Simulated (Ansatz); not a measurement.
A calculation with Ansatz (development build ahead of 0.2.0).

```yaml
crystal:
  periodic: [false, false, false]
  atoms:
    - { symbol: Cl, position_ang: [-1.02773, 0.07392, 1.94095] }
    - { symbol: Mg, position_ang: [-0.00828, 0.02105, 0.06258] }
    - { symbol: Cl, position_ang: [1.04831, -0.02485, -1.97019] }
basis:
  gaussian: { orbitals: def2-SVP }
total_charge: 1
magnetization:
  spin_polarized: true
  initial_magnetization: 1
hamiltonian:
  xc: hf
output:
  forces: true
```

The input is written out in the form of the current development build from the run's settings.

Output:

```
Converged                       : yes
Total energy                    : -1118.02972 hartree
Spin squared of the determinant : 0.756
Stability test                  : minimum
```

Forces (eV/Å):
| atom | Fx | Fy | Fz |
| --- | --- | --- | --- |
| Cl1 | -0.130 | 0.006 | 0.243 |
| Mg2 | -0.692 | 0.030 | 1.336 |
| Cl3 | 0.822 | -0.036 | -1.579 |
